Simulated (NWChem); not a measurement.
System: benzene (C$_{6}$H$_{6}$); SMILES c1ccccc1

Parts of the log:

```
             Northwest Computational Chemistry Package (NWChem) 7.3.0
             --------------------------------------------------------

                             Geometry "geometry" -> ""
                             -------------------------

 Output coordinates in angstroms (scale by  1.889725989 to convert to a.u.)

  No.       Tag          Charge          X              Y              Z
 ---- ---------------- ---------- -------------- -------------- --------------
    1 C                    6.0000     1.34426200     0.38004000     0.00000000
    2 C                    6.0000     0.34300700     1.35418500     0.00000000
    3 C                    6.0000    -1.00125500     0.97414500     0.00000000
    4 C                    6.0000    -1.34426200    -0.38004000     0.00000000
    5 C                    6.0000    -0.34300700    -1.35418500     0.00000000
    6 C                    6.0000     1.00125500    -0.97414500     0.00000000
    7 H                    1.0000     2.39023700     0.67580700     0.00000000
    8 H                    1.0000     0.60985300     2.40790900     0.00000000
    9 H                    1.0000    -1.78038400     1.73210200     0.00000000
   10 H                    1.0000    -2.39023700    -0.67580700     0.00000000
   11 H                    1.0000    -0.60985300    -2.40790900     0.00000000
   12 H                    1.0000     1.78038400    -1.73210200     0.00000000

 Effective nuclear repulsion energy (a.u.)     203.1461190106

  xc_inp: hfexch multiplicative factor not found.
                              NWChem Property Module
                              ----------------------

  itol2e modified to match energy
  convergence criterion.

                                 NWChem DFT Module
                                 -----------------

 Summary of "ao basis" -> "ao basis" (spherical)
 ------------------------------------------------------------------------------
       Tag                 Description            Shells   Functions and Types
 ---------------- ------------------------------  ------  ---------------------
 C                           6-31g*                  6       14   3s2p1d
 H                           6-31g*                  2        2   2s

  itol2e modified to match energy
  convergence criterion.

            General Information
            -------------------
          SCF calculation type: DFT
          Wavefunction type:  closed shell.
          No. of atoms     :    12
          No. of electrons :    42
           Alpha electrons :    21
            Beta electrons :    21
          Charge           :     0
          Spin multiplicity:     1
          Use of symmetry is: off; symmetry adaption is: off
          Maximum number of iterations: 150
          AO basis - number of functions:    96
                     number of shells:    48
          Convergence on energy requested:  1.00D-07
          Convergence on density requested:  1.00D-05
          Convergence on gradient requested:  5.00D-04

              XC Information
              --------------
                     Hartree-Fock (Exact) Exchange  1.000

      Superposition of Atomic Density Guess
      -------------------------------------

 Sum of atomic energies:        -228.95092013

      Non-variational initial energy
      ------------------------------

 Total energy =    -233.105162
 1-e energy   =    -708.713437
 2-e energy   =     272.462156
 HOMO         =      -0.287797
 LUMO         =       0.009317

   convergence    iter        energy       DeltaE   RMS-Dens  Diis-err
 ---------------- ----- ----------------- --------- --------- ---------
 d= 0,ls=0.0,diis     1   -230.6379019136 -4.34D+02  7.17D-03  3.25D-01
 d= 0,ls=0.0,diis     2   -230.6967298400 -5.88D-02  2.37D-03  2.24D-02
 d= 0,ls=0.0,diis     3   -230.7009288387 -4.20D-03  3.76D-04  2.13D-03
 d= 0,ls=0.0,diis     4   -230.7012066984 -2.78D-04  6.16D-05  1.96D-05
 d= 0,ls=0.0,diis     5   -230.7012115412 -4.84D-06  6.15D-06  3.72D-07
 d= 0,ls=0.0,diis     6   -230.7012116283 -8.71D-08  1.63D-06  1.45D-08

         Total DFT energy =     -230.701211628253
      One electron energy =     -712.857653335275
           Coulomb energy =      312.259008572283
    Exchange-Corr. energy =      -33.248685875879
 Nuclear repulsion energy =      203.146119010618

 Numeric. integr. density =        0.000000000000

                       DFT Final Molecular Orbital Analysis
                       ------------------------------------

 Vector   19  Occ=2.000000D+00  E=-4.883948D-01
              MO Center=  3.5D-14,  2.3D-13, -6.0D-17, r^2= 4.1D+00
   Bfn.  Coefficient  Atom+Function         Bfn.  Coefficient  Atom+Function
  ----- ------------  ---------------      ----- ------------  ---------------
    17      0.249451   2 C  px               59     -0.249451   5 C  px
    31     -0.238386   3 C  px               73      0.238386   6 C  px
     3     -0.221055   1 C  px               45      0.221055   4 C  px
    85     -0.161626   7 H  s                91     -0.161626  10 H  s
    86     -0.141930   7 H  s                92     -0.141930  10 H  s

 Vector   20  Occ=2.000000D+00  E=-3.291426D-01
              MO Center= -5.4D-15,  1.2D-14,  8.1D-16, r^2= 3.0D+00
   Bfn.  Coefficient  Atom+Function         Bfn.  Coefficient  Atom+Function
  ----- ------------  ---------------      ----- ------------  ---------------
    19      0.280875   2 C  pz               61     -0.280875   5 C  pz
     5      0.261863   1 C  pz               47     -0.261863   4 C  pz
    23      0.239482   2 C  pz               65     -0.239482   5 C  pz
     9      0.223271   1 C  pz               51     -0.223271   4 C  pz

 Vector   21  Occ=2.000000D+00  E=-3.291425D-01
              MO Center=  2.2D-14, -4.3D-14, -2.8D-16, r^2= 3.0D+00
   Bfn.  Coefficient  Atom+Function         Bfn.  Coefficient  Atom+Function
  ----- ------------  ---------------      ----- ------------  ---------------
    33      0.313350   3 C  pz               75     -0.313350   6 C  pz
    37      0.267171   3 C  pz               79     -0.267171   6 C  pz
     5     -0.173140   1 C  pz               47      0.173140   4 C  pz
     9     -0.147624   1 C  pz               51      0.147624   4 C  pz
    19      0.140210   2 C  pz               61     -0.140210   5 C  pz

 Vector   22  Occ=0.000000D+00  E= 1.466734D-01
              MO Center=  1.7D-13, -1.2D-13,  7.9D-16, r^2= 3.6D+00
   Bfn.  Coefficient  Atom+Function         Bfn.  Coefficient  Atom+Function
  ----- ------------  ---------------      ----- ------------  ---------------
    37      0.567921   3 C  pz               79      0.567921   6 C  pz
    33      0.309999   3 C  pz               75      0.309999   6 C  pz
     9     -0.290050   1 C  pz               51     -0.290050   4 C  pz
    23     -0.277872   2 C  pz               65     -0.277872   5 C  pz
     5     -0.158324   1 C  pz               47     -0.158324   4 C  pz

[...]

          -----------------------------------------
          Chemical Shielding Tensors (GIAO, in ppm)
          -----------------------------------------

                                NWChem CPHF Module
                                ------------------

  scftype          =     RHF
  nclosed          =       21
  nopen            =        0
  variables        =     1575
  # of vectors     =        3
  tolerance        = 0.10D-03
  level shift      = 0.00D+00
  max iterations   =       50
  max subspace     =       30

 SCF residual:    1.3648171579334710E-005

Iterative solution of linear equations
  No. of variables     1575
  No. of equations        3
  Maximum subspace       30
        Iterations       50
       Convergence  1.0D-04

   iter   nsub   residual    time
   ----  ------  --------  ---------
     1      3    1.81D+00      19.4
     2      6    1.57D-01      20.1
     3      9    1.49D-02      20.8
     4     12    3.22D-03      21.4
     5     15    3.20D-04      22.1
     6     18    4.98D-05      22.8

      Atom:    1  C
        Diamagnetic
    261.9605     -2.0478      0.0000
     -2.0478    268.6246      0.0000
      0.0000      0.0000    238.6319

        Paramagnetic
   -291.0004    -23.2127     -0.0000
    -23.2127   -215.4661      0.0000
     -0.0000      0.0000    -44.4286

        Total Shielding Tensor
    -29.0399    -25.2605     -0.0000
    -25.2605     53.1586      0.0000
     -0.0000      0.0000    194.2033

           isotropic =      72.7740
          anisotropy =     182.1440

          Principal Components and Axis System
                 1           2           3
              194.2033     60.3008    -36.1821

      1         0.0000     -0.2721      0.9623
      2         0.0000      0.9623      0.2721
      3         1.0000      0.0000      0.0000

      Atom:    2  H
        Diamagnetic
     43.1860      5.0075      0.0000
      5.0075     26.8914      0.0000
      0.0000      0.0000     21.4456

        Paramagnetic
    -17.0897     -5.4801      0.0000
     -5.4801      0.7415     -0.0000
      0.0000     -0.0000      0.0174

        Total Shielding Tensor
     26.0963     -0.4726      0.0000
     -0.4726     27.6329     -0.0000
      0.0000     -0.0000     21.4630

           isotropic =      25.0640
          anisotropy =       4.0538

          Principal Components and Axis System
                 1           2           3
               27.7666     25.9626     21.4630

      1        -0.2723      0.9622      0.0000
      2         0.9622      0.2723      0.0000
      3         0.0000      0.0000      1.0000
```

Level: Hartree-Fock/6-31G* (spherical d), GIAO. All runs use the structure optimised with B3LYP/6-31G* (spherical d). NWChem prints the field gradient with the sign opposite to the second derivative of the potential. The output numbers the shielded atoms by their place in the input's list. The printed shielding anisotropy is the first printed principal value minus the mean of the other two.

Task: Which NWChem input produces such a log?

Result: This is not unique; one that fits is the input that was run:
```
start job
memory heap 200 mb stack 900 mb global 1100 mb
geometry units angstroms noautosym nocenter noautoz
  C      1.344262     0.380040     0.000000
  C      0.343007     1.354185     0.000000
  C     -1.001255     0.974145     0.000000
  C     -1.344262    -0.380040     0.000000
  C     -0.343007    -1.354185     0.000000
  C      1.001255    -0.974145     0.000000
  H      2.390237     0.675807     0.000000
  H      0.609853     2.407909     0.000000
  H     -1.780384     1.732102     0.000000
  H     -2.390237    -0.675807     0.000000
  H     -0.609853    -2.407909     0.000000
  H      1.780384    -1.732102     0.000000
end
basis spherical
  * library 6-31g*
end
dft
  xc hfexch
  iterations 150
end
property
  shielding 2 1 7
  efieldgrad
end
task dft property
```
